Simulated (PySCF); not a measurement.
Isomers of C6H6, one conformer each. Method: core-valence-separated Tamm–Dancoff BHandHLYP/aug-pcX-1 (pcseg-1 on H) in PySCF, non-relativistic, gas phase, PBE0-D3(BJ)/def2-SVP geometry. No empirical shift is added; at this level the pattern usually sits a few eV under experiment.

P. `C#CC#CCC` (1,3-hexadiyne)
Q. `C1=CC2C=CC12` (bicyclo[2.2.0]hexa-2,5-diene)

Main lines, eV (oscillator strength):
1. C K: 283.2 (0.058), 283.2 (0.059), 283.4 (0.121), 283.7 (0.081), 283.7 (0.066)
2. C K: 282.7 (0.235), 286.0 (0.046), 286.2 (0.033), 286.5 (0.046), 286.7 (0.041)
Listed: the first five lines at most of each edge with a tenth or more of its strongest line's intensity; roots within 0.03 eV on the same or equivalent atoms are summed. Only the lowest roots were sought, and the top ones are left out.

Task: Which spectrum belongs to which isomer?

Result: 1 = P, 2 = Q.
- P: first C line listed at 283.2 eV, hole on the terminal alkyne carbon (1s→π*).
- Q: first C line listed at 282.7 eV, hole on the alkene CH carbon.

Task: What are the ground-state energies of the isomers at BHandHLYP/aug-pcX-1 (pcseg-1 on H), relative to the lowest?

Result: P 0.0, Q 26.5 kJ/mol (electronic energies on these geometries, no dispersion or zero-point terms).
